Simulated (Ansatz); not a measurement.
A calculation on bcc Nb returned lattice constant a 3.247 Å, bulk modulus 191 GPa.

For reference: lattice constant a 3.294 Å (measured, static lattice: zero-point anharmonic expansion removed; as tabulated in Mejia-Rodriguez and Trickey (2018), arXiv:1807.09216); bulk modulus 173 GPa (measured, 0 K value with the zero-point phonon effect removed; as tabulated in Mejia-Rodriguez and Trickey (2018), arXiv:1807.09216).

Problem. Which level of theory produced these numbers?
A) r²SCAN (Ansatz (a first-principles code))
B) LDA (Ansatz)
C) HSE06 (Ansatz)
D) r²SCANh (Ansatz)

Solution. B, LDA (Ansatz)

The others give: r²SCANh 3.304 Å, 171 GPa; r²SCAN 3.303 Å, 173 GPa; HSE06 3.296 Å, 180 GPa.

Unless a cell is named, each level is at its own relaxed cell (HSE06 17.90, LDA 17.12, r²SCAN 18.02, r²SCANh 18.03 Å³/atom).

Ansatz's density-functional and Hartree–Fock values are scalar-relativistic unless marked +SOC, with PAW data made under PBE.
